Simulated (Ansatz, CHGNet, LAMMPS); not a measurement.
## fcc Al, lattice parameter a

Reference value: 4.018 Å (measured, static lattice: zero-point anharmonic expansion removed; as tabulated in Mejia-Rodriguez and Trickey (2018), arXiv:1807.09216).

| level (code) | value (Å) | error (%) |
|---|---|---|
| Lennard-Jones uff-vdw (LAMMPS) | 6.191 | +54 |
| CHGNet 0.3.0 (CHGNet) | 4.044 | +0.65 |
| PBE (Ansatz) | 4.040 | +0.55 |
| r²SCAN (Ansatz) | 3.992 | -0.65 |
| PBE0 (Ansatz) | 4.013 | -0.12 |

Leaving aside Lennard-Jones uff-vdw, which can be fitted to such values or carry a doubt: Closest of these to the reference: PBE0 (-0.12 %). Farthest off: CHGNet 0.3.0 (+0.65 %), r²SCAN (-0.65 %). Within 2 %: CHGNet 0.3.0, PBE, r²SCAN, PBE0. Of the first-principles levels, DFT without exact exchange (PBE, r²SCAN) would do here.

Published values of wave-function and many-body methods: 4.037 Å (published RPA@PBE value, static lattice, VASP value quoted in the table; Patrick and Thygesen (2015), arXiv:1501.00902).

Lennard-Jones uff-vdw: the cell moved over 20 % in volume from its start. Lennard-Jones uff-vdw: this is a force field's van der Waals term alone, without bonds or charges. Cutoffs and k meshes differ between the levels. Ansatz's density-functional and Hartree–Fock values are scalar-relativistic unless marked +SOC, with PAW data made under PBE.

Machine-learned potentials (CHGNet 0.3.0) are trained on DFT data, which may include these solids.

Differences are worked out from the printed values.

Ansatz is a quantum-chemistry and plane-wave program.
